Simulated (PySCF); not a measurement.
**Dipole moment and polarisability of ethanethiol**

Compound: ethanethiol, C2H6S.
Numbering: `[CH3:1][CH2:2][SH:3]` (hydrogens: H4, H5, H6 on C1; H7, H8 on C2; H9 on S3)

Structure used (GFN2-xTB), in Å, numbered top down from 1:
```xyz
9
C2H6S angstrom
C     -0.7926    0.5312    0.1011
C      0.0980   -0.6775   -0.1095
S      1.7155   -0.4998    0.7262
H     -1.7637    0.3591   -0.3593
H     -0.3494    1.4195   -0.3460
H     -0.9388    0.7154    1.1631
H     -0.3408   -1.5718    0.3318
H      0.2882   -0.8595   -1.1673
H      2.0972    0.5894    0.0620
```

Level: PBE0/def2-SVPD (PySCF), static field, nuclei fixed, core orbitals frozen in the response. The polarisability tensor in these axes (au):

```
x   55.34 -2.09  3.42
y   -2.09 45.15  0.54
z    3.42  0.54 44.08
```

**Question.** Diagonalise the tensor; give its mean and Δα, where Δα² is half the sum of the squared differences of the eigenvalues.

**Answer.** Principal values 42.61, 45.35 and 56.60 au; mean 48.19 au = 7.14 Å³ = 7.95 × 10⁻⁴⁰ C²·m²/J; Δα = 12.84 au (27 % of the mean).

**Question.** What is the dipole moment, and where does it point?

**Answer.** (-1.33, 0.52, -1.07) D, 1.78 D in size, pointing from the negative to the positive side. Measured along this direction, the outermost atoms are S3 at the negative end and H4 at the positive end.

**Question.** Rayleigh depolarisation ratio (linearly polarised light, static tensor)?

**Answer.** ρ = 3Δα²/(45ᾱ² + 4Δα²) = 495.0/(104500 + 660.0) = 0.00471.

**Question.** Along which axes do the principal values lie, and how far do the nuclei extend along each?

**Answer.** Largest value along (0.95, -0.16, 0.25), where the nuclei span 3.75 Å; middle along (0.03, 0.89, 0.46), 2.43 Å; least along (-0.30, -0.43, 0.85), 1.88 Å. The response follows the extents in order.

**Question.** Form Σ f/ω² (atomic units) for the 8 lowest TDDFT singlets, given as eV and f, and set it beside the mean polarisability, which is this sum over all singlets: 5.49, 0.0081; 6.20, 0.0364; 6.98, 0.0285; 7.19, 0.0161; 7.34, 0.0121; 8.11, 0.0136; 8.28, 0.0297; 8.35, 0.0565.

**Answer.** They add up to 2.80 au, 5.8 % of the 48.19 au; the largest single term is 0.70 au, from the state at 6.20 eV. Terms in order: 0.20, 0.70, 0.43, 0.23, 0.17, 0.15, 0.32, 0.60 au. Higher excitations give the rest. The strengths listed sum to 0.201.

**Question.** What molar refraction does this α imply?

**Answer.** Lorentz–Lorenz: R = (4π/3)N_A α = 2.5225 cm³/(mol·Å³) × 7.14 Å³ = 18.0 cm³/mol, in the limit of long wavelengths.

One conformer (not necessarily the lowest) at the GFN2-xTB geometry, without solvent, vibrations or thermal averaging.
